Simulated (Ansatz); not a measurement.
# C$_{3}$H$_{4}$, singlet: the ladder up to RCCSDTQ

Geometry: MP2(full)/6-31G*, from the G2/97 set.

```tsv
atom	x (Å)	y (Å)	z (Å)
C	0.0000	0.0000	0.0000
C	0.0000	0.0000	1.3112
C	0.0000	0.0000	-1.3112
H	0.0000	0.9268	1.8766
H	0.0000	-0.9268	1.8766
H	0.9268	0.0000	-1.8766
H	-0.9268	0.0000	-1.8766
```

Basis 6-31G; Ansatz 0.2.0. Correlated methods freeze the noble-gas cores, which leaves 16 electrons in 32 orbitals. R marks a restricted (for open shells ROHF) determinant, U an unrestricted one. Active spaces: frontier = (8e, 8o) about the gap.

Full CI isn't at hand for all of this; RCCSDTQ serves as the reference, and is uncertain by about the last step of the cluster series. The frozen core follows each run's orbitals, which can shift R against U totals by a few meV.

Unrestricted rows (U) aren't spin-pure: their determinants' ⟨S²⟩ exceeds S(S+1) by up to 0.16, so they mix in states of higher spin.

The UHF ⟨S²⟩ is 0.158. The T1 diagnostic (RCCSD) is 0.0117. The largest doubles amplitude (RCCSD) is 0.134.

| level | E − E(RCCSDTQ) (meV) | share of correlation (%) | wall time |
| --- | --- | --- | --- |
| RHF | 8354 | 0.00 | – |
| UHF | 8343 | 0.14 | 0.33 s |
| RMP2 | 1208 | 85.54 | – |
| CISD | 1136 | 86.40 | 0.84 s |
| RCCSD | 284 | 96.60 | – |
| RCCSD(T) | 30 | 99.64 | 0.36 s |
| BCCD(T) | 30 | 99.64 | 0.42 s |
| RCCSDT | 16 | 99.81 | – |
| CISDTQ | 100 | 98.80 | 3.6 min (H100) |
| RCCSDT(Q) | -2 | 100.03 | 4.6 s |
| CASSCF (frontier space) | 5154 | 38.31 | – |
| NEVPT2 (frontier space) | 1036 | 87.60 | 3.9 s |
| MRCISD (frontier space) | 434 | 94.81 | – |
| MRCISD+Q (frontier space) | 61 | 99.27 | 5.5 s |

The correlation energy at RCCSDTQ, counted from RHF, is -8.354 eV. That run took 18 s on 2 threads of AMD EPYC 7R13 with a shared H100 80 GB, shared host.

Times hold each run's SCF and search for its determinant on a shared host, so for small cases they say little of a method's own cost; rows without a card ran on 1 thread of AMD EPYC 7R13.

Atomization energy (electronic, same basis, no zero-point term; atoms at the same level, unrestricted beside the R rows where the molecule is a closed shell, with restricted open-shell steps beyond CCSDT(Q)) at RCCSDTQ: 2596.5 kJ/mol. Errors of other levels:

```tsv
level	error (kJ/mol)
RHF	-511.1
UHF	-510.0
RMP2	-5.8
CISD	-104.6
RCCSD	-23.7
RCCSD(T)	-1.8
BCCD(T)	-1.6
RCCSDT	-1.5
CISDTQ	-9.5
RCCSDT(Q)	0.2
```

This basis is far from its limit, so the value isn't to be set against a measured one. Truncated CI isn't size-consistent, which counts against it in atomization.
